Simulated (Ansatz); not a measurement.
# O₂ (singlet): wave-function methods side by side at distance O1–O2 = 3.962 Å, 6-31G

The task here is to estimate one member of a computed series from the others.

Program: Ansatz 0.2.0, Gaussian basis. Level of theory: 6-31G, core rule «outside noble gas», up to 2 orbitals frozen. These are calculated values, not measurements.

The runs, in order: UHF; CCSD(T) on RHF; CCSD(T) on UHF; BCCD(T) on RHF; CISD; CCSDT(Q) on UHF; CISDTQ; CASSCF and MRCISD+Q, 2 electrons in 2 orbitals; CASSCF and NEVPT2, 2 electrons in 2 orbitals; CASSCF and MRCISD+Q, 12 electrons in 8 orbitals; CASSCF and NEVPT2, 12 electrons in 8 orbitals; Full CI.

43 further runs of the same task are left out: 10 for a known fault of the program, 26 that didn't finish, 7 set aside as unsound or not needed.

## What is computed

The geometry derives from a PBE0/def2-TZVP stationary point (not a proven minimum). One bond is set to the value named and the two fragments are kept rigid.

2 atoms, charge 0, spin multiplicity 1.

Atoms are counted from 1 here; the program's logs count them from 0.

No contacts short enough for the rule that draws bonds.

Set-up of the first run:

in.yaml

```yaml
crystal:
  periodic: [false, false, false]
  atoms:
    - {symbol: O, position_ang: [0.000000, 0.000000, 0.000000]}
    - {symbol: O, position_ang: [0.000000, 0.000000, 3.962000]}
basis:
  gaussian: {orbitals: 6-31G}
magnetization: {spin_polarized: true, initial_magnetization: 0}
hamiltonian: {xc: hf}
output: {orbitals: {seedname: orbitals}}
```

On the command line:

```sh
$ ansatz run in.yaml --threads 1 --pin off --events-out ev --progress --plain --max-ram 2393MiB
```

Among the steps run: UHF; CCSD(T) on RHF; CCSD(T) on UHF; BCCD(T) on RHF; CISD; CCSDT(Q) on UHF; CISDTQ; CASSCF and MRCISD+Q, 2 electrons in 2 orbitals; CASSCF and NEVPT2, 2 electrons in 2 orbitals; CASSCF and MRCISD+Q, 12 electrons in 8 orbitals; CASSCF and NEVPT2, 12 electrons in 8 orbitals; Full CI.

One of the session's tables, all rows but one given; the rest of the session is left out.

```
   method  from FCI (kJ/mol)
      RHF             +959.3
      UHF             +306.2
     RMP2                  ?
     UMP2              +44.9
     CISD             +322.3
    RCCSD             +475.2
    UCCSD               +2.3
 RCCSD(T)             +447.5
 UCCSD(T)               +0.5
  BCCD(T)             +447.4
   UCCSDT               +0.2
   CISDTQ              +11.2
UCCSDT(Q)                0.0
      FCI                  0
```

Estimate the missing values for RMP2.

As computed: from FCI (kJ/mol): +609.4. In the column «from FCI (kJ/mol)» it lies between RCCSD (+475.2) and RHF (+959.3).

Not comparable, so not listed: CASSCF and NEVPT2, 2 electrons in 2 orbitals (they don't share determinant, frozen orbitals or solution with the rows shown, or repeat one).

To keep in mind: The determinant is far from a pure spin state, so its energy mixes those of several spin states (harmless only where they are near-degenerate, as at dissociation). Left out of the table: CASSCF pair, MRCISD pair, MRCISD+Q pair, CASSCF valence, NEVPT2 valence, MRCISD valence, MRCISD+Q valence (the active space lost an orbital or holds another state than full CI finds). The program flags RCCSD(T), BCCD(T) as in doubt, so those rows may rest on another solution; read them beside their warnings. Restricted and unrestricted rows rest on different reference determinants; where their highest levels disagree by more than a few hundredths of an eV, they describe different states and don't form one ladder. Warnings in the runs' records: passed over end.
